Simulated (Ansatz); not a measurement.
**AlBH+ (quintet): wave-function methods side by side, def2-TZVPP**

The task here is to estimate one member of a computed series from the others.

Computed with Ansatz 0.2.0, Gaussian basis. Level: def2-TZVPP, core rule «outside noble gas», up to 6 orbitals frozen.

To be run: UHF; ROHF; CCSD(T) on UHF.

**The geometry**

The geometry is a PBE0/def2-TZVP stationary point (not a proven minimum) of the parent state, kept for this charge and spin.

3 atoms, charge 1, spin multiplicity 5.

Atoms are counted from 1 here; the program's logs count them from 0.

Bond lengths: B1–Al2 1.941 Å, B1–H3 1.185 Å. Angles: Al2–B1–H3 180.0°.

The first run:

in.yaml

```yaml
crystal:
  periodic: [false, false, false]
  atoms:
    - {symbol: B, position_ang: [0.000000, 0.000000, 0.251900]}
    - {symbol: Al, position_ang: [0.000000, 0.000000, -1.688900]}
    - {symbol: H, position_ang: [0.000000, 0.000000, 1.437000]}
basis:
  gaussian: {orbitals: def2-TZVPP}
total_charge: 1
magnetization: {spin_polarized: true, initial_magnetization: 4}
hamiltonian: {xc: hf}
output: {orbitals: {seedname: orbitals}}
```

Started as:

```console
> ansatz run in.yaml --threads 1 --pin off --events-out ev --progress --plain --max-ram 3968MiB --backend cpu
```

Steps of the session up to this table: UHF; ROHF; CCSD(T) on UHF.

One of the session's tables, all rows but one given; the rest of the session is left out.

```
  method  from UCCSD(T) (meV)
    ROHF              +2727.5
     UHF              +2715.8
    UMP2               +721.3
   UCCSD                    ?
UCCSD(T)                    0
```

Q: Estimate the row for UCCSD from the others.

As computed: from UCCSD(T) (meV): +108.7. In the column «from UCCSD(T) (meV)» it lies between UCCSD(T) (0) and UMP2 (+721.3).
